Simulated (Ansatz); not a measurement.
These are PBE-D3(BJ)/def2-SVP in Ansatz (a first-principles code) values and carry that method's errors. No frequencies were computed at this level.

Ansatz 0.2 input:
```yaml
crystal:
  periodic: [false, false, false]
  atoms:
    - { symbol: C, position_ang: [-0.340872, 1.136808, 0.035265] }
    - { symbol: C, position_ang: [-1.280084, 0.118041, 0.012887] }
    - { symbol: C, position_ang: [-0.825964, -1.192074, -0.02821] }
    - { symbol: N, position_ang: [0.45496, -1.517294, -0.04707] }
    - { symbol: C, position_ang: [1.345627, -0.541005, -0.025554] }
    - { symbol: C, position_ang: [1.003962, 0.802825, 0.015679] }
    - { symbol: H, position_ang: [-0.651175, 2.171671, 0.067369] }
    - { symbol: H, position_ang: [-2.337412, 0.333951, 0.026944] }
    - { symbol: H, position_ang: [-1.518816, -2.023585, -0.047016] }
    - { symbol: H, position_ang: [2.381708, -0.854161, -0.042253] }
    - { symbol: H, position_ang: [1.768065, 1.564822, 0.03196] }
basis:
  gaussian: { orbitals: def2-svp }
hamiltonian:
  xc: pbe
  dispersion: d3bj
relax:
  max_steps: 150
```

Output:

```
Functional definition: PBE
1252 factors; their error is unknown
mean field evaluation 1: about -6734.0433 eV, gradient 5.5e1 eV
mean field evaluation 2: about -6727.9434 eV, gradient 7.6e1 eV
mean field evaluation 4: about -6742.5977 eV, gradient 7.3e0 eV
mean field evaluation 8: about -6742.6296 eV, gradient 3.8e-1 eV
mean field evaluation 16: about -6742.6299 eV, gradient 4.3e-5 eV
mean field -6742.62988752 eV, -247.7870780476 hartree, gradient 3.7e-5 eV, S^2 0.000000; 0 other end points of the search recorded, 0 dependent functions left out
reference -6742.62991624 eV, -247.7870791030 hartree; 21, 21 occupied and 88, 88 virtual orbitals, 1252 factors
relax step   1: F+E_penalty+E_count = -6742.90100169 eV  Δ(F+E_penalty+E_count) = +0.000e0 eV  max|allowed force component| = 1.139e0 eV/Å  Δτ_max = 0.0000 Å  (30 SCF iters, accepted)
these checks for a lower state are left out or cut short: starts, cluster_reference, orbital_swaps, neighbouring_geometries, increment
1252 factors; their error is unknown
mean field -6742.72394976 eV, -247.7905347711 hartree, gradient 6.6e-6 eV, S^2 0.000000; 0 other end points of the search recorded, 0 dependent functions left out
reference -6742.72397895 eV, -247.7905358439 hartree; 21, 21 occupied and 88, 88 virtual orbitals, 1252 factors
relax step   2: F+E_penalty+E_count = -6742.99358685 eV  Δ(F+E_penalty+E_count) = -9.259e-2 eV  max|allowed force component| = 3.867e-1 eV/Å  Δτ_max = 0.0335 Å  (33 SCF iters, accepted)
these checks for a lower state are left out or cut short: starts, cluster_reference, orbital_swaps, neighbouring_geometries, increment
1252 factors; their error is unknown
mean field evaluation 32: about -6742.7324 eV, gradient 8.2e-6 eV
mean field -6742.73235339 eV, -247.7908435989 hartree, gradient 8.2e-6 eV, S^2 0.000000; 0 other end points of the search recorded, 0 dependent functions left out
reference -6742.73238275 eV, -247.7908446781 hartree; 21, 21 occupied and 88, 88 virtual orbitals, 1252 factors
relax step   3: F+E_penalty+E_count = -6743.00141240 eV  Δ(F+E_penalty+E_count) = -7.826e-3 eV  max|allowed force component| = 6.498e-2 eV/Å  Δτ_max = 0.0119 Å  (33 SCF iters, accepted)
these checks for a lower state are left out or cut short: starts, cluster_reference, orbital_swaps, neighbouring_geometries, increment
1252 factors; their error is unknown
mean field -6742.73251929 eV, -247.7908496955 hartree, gradient 9.1e-6 eV, S^2 0.000000; 0 other end points of the search recorded, 0 dependent functions left out
reference -6742.73254866 eV, -247.7908507749 hartree; 21, 21 occupied and 88, 88 virtual orbitals, 1252 factors
relax step   4: F+E_penalty+E_count = -6743.00155861 eV  Δ(F+E_penalty+E_count) = -1.462e-4 eV  max|allowed force component| = 2.024e-2 eV/Å  Δτ_max = 0.0019 Å  (34 SCF iters, accepted)
these checks for a lower state are left out or cut short: starts, cluster_reference, orbital_swaps, neighbouring_geometries, increment
1252 factors; their error is unknown
mean field -6742.73254465 eV, -247.7908506277 hartree, gradient 9.1e-6 eV, S^2 0.000000; 0 other end points of the search recorded, 0 dependent functions left out
reference -6742.73257402 eV, -247.7908517071 hartree; 21, 21 occupied and 88, 88 virtual orbitals, 1252 factors
relax step   5: F+E_penalty+E_count = -6743.00159593 eV  Δ(F+E_penalty+E_count) = -3.733e-5 eV  max|allowed force component| = 5.524e-3 eV/Å  Δτ_max = 0.0018 Å  (34 SCF iters, accepted)
1252 factors; their error is unknown
mean field evaluation 64: about -6742.7322 eV, gradient 3.9e-1 eV
mean field -6742.73254465 eV, -247.7908506277 hartree, gradient 9.1e-6 eV, S^2 0.000000; 1 other end points of the search recorded, 0 dependent functions left out
reference -6742.73257402 eV, -247.7908517071 hartree; 21, 21 occupied and 88, 88 virtual orbitals, 1252 factors
Total energy: -6743.00162531 eV, -247.8007391593 hartree
Atom 0 at    -0.345132     1.151014     0.035706 Å, force     0.001356    -0.004521    -0.000140 eV/Å
Atom 1 at    -1.293509     0.118096     0.012985 Å, force    -0.005279    -0.000143     0.000088 eV/Å
Atom 2 at    -0.834905    -1.209611    -0.028661 Å, force     0.003558     0.004635     0.000235 eV/Å
Atom 3 at     0.464276    -1.548363    -0.048033 Å, force     0.000937    -0.003126    -0.000097 eV/Å
Atom 4 at     1.362743    -0.550730    -0.025948 Å, force    -0.005524     0.001920    -0.000032 eV/Å
Atom 5 at     1.015142     0.810257     0.015814 Å, force     0.004486     0.002788    -0.000006 eV/Å
Atom 6 at    -0.661222     2.205179     0.068408 Å, force     0.000095    -0.000317    -0.000010 eV/Å
Atom 7 at    -2.372616     0.333738     0.027217 Å, force    -0.000030     0.000523    -0.000043 eV/Å
Atom 8 at    -1.559172    -2.044320    -0.047326 Å, force    -0.000066    -0.001221    -0.000075 eV/Å
Atom 9 at     2.426815    -0.849273    -0.042437 Å, force     0.000728    -0.000985     0.000006 eV/Å
Atom 10 at     1.797579     1.584013     0.032275 Å, force    -0.000262     0.000449     0.000073 eV/Å
Dipole moment:    -0.124900     0.416540     0.012922 e Å
```

Cost: around 13 core-seconds (rough).
